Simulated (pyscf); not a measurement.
**Routes from HO–Si:–OH (SMILES O[Si]O) [singlet] + HF (SMILES F)**

Candidate steps break at most two bonds and form at most two. Each was searched with GFN2-xTB (tblite) first. Optimised with ωB97X-D3(BJ)/def2-SVP in PySCF. Correlated levels are frozen-core, on RHF or UHF. ΔMP2 is the change of the MP2 total energy from the triple- to the quadruple-zeta basis. Energies: CCSD(T)/def2-TZVPP + ΔMP2(QZVPP), kcal/mol, from the separated reactants, singlet surface; ΔG‡ with ideal gas, 1 atm, RRHO with modes under 100 cm⁻¹ raised to 100, one conformer, R ln 2 for chiral ones without a mode under 150 cm⁻¹.

```csv
products,type,ΔE‡,ΔE,ΔG‡ 298 K,ΔG‡ 900 K,ν‡ (cm⁻¹)
H₂O + HO–Si:–F [singlet],four-centre exchange,8.7,-8.7,17.4,37.4,498i
HO–SiH(OH)–F,insertion,20.4,-69.5,27.7,46.4,1328i
```

Row 1: On the product side the descent ends in a bound adduct, 8.1 kcal/mol under the separated species and 22.0 kcal/mol under the saddle at ωB97X-D3(BJ)/def2-TZVP. 

Plain bond fissions and candidates not yet searched are not listed, and one of them may be faster. Each barrier is that of the saddle found; lower ones may exist. The CCSD(T) − MP2 part came from Ansatz, without density fitting, on the same reference.
